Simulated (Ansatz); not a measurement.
# BeLi (quartet): from Hartree-Fock to the top rungs, def2-TZVPP

An exercise on one series of results from a longer session: the logs are not shown, and one member is left open.

Program: Ansatz 0.2.0, Gaussian basis. Level of theory: def2-TZVPP, core rule «outside noble gas», up to 2 orbitals frozen. These are calculated values, not measurements.

To be run: UHF; ROHF; CCSD(T) on UHF.

2 further runs of the same task are left out: 2 set aside as unsound or not needed.

### The system

The geometry is a PBE0/def2-TZVP stationary point (not a proven minimum) of the parent state, kept for this charge and spin.

2 atoms, charge 0, spin multiplicity 4.

Atoms are counted from 1 here; the program's logs count them from 0.

No contacts short enough for the rule that draws bonds.

Set-up of the first run:

in.yaml reads:

```yaml
crystal:
  periodic: [false, false, false]
  atoms:
    - {symbol: Li, position_ang: [0.000000, 0.000000, 0.000000]}
    - {symbol: Be, position_ang: [0.000000, 0.000000, 2.584800]}
basis:
  gaussian: {orbitals: def2-TZVPP}
magnetization: {spin_polarized: true, initial_magnetization: 3}
hamiltonian: {xc: hf}
output: {orbitals: {seedname: orbitals}}
```

The run is started by

```bash
$ ansatz run in.yaml --threads 1 --pin off --events-out ev --progress --plain --max-ram 4096MiB --backend cpu
```

Among the steps run: UHF; ROHF; CCSD(T) on UHF.

One table of the session follows, with a row left open; its other results are not shown here.

It belongs to the step «Misses and costs». 

| method | from UCCSD(T) (meV) |
| --- | --- |
| ROHF | +407.1 |
| UHF | ? |
| UMP2 | +169.6 |
| UCCSD | +4.2 |
| UCCSD(T) | 0 |

Q: Estimate the row for UHF from the others.

The run gave: from UCCSD(T) (meV): +406.3. In the column «from UCCSD(T) (meV)» it lies between UMP2 (+169.6) and ROHF (+407.1).
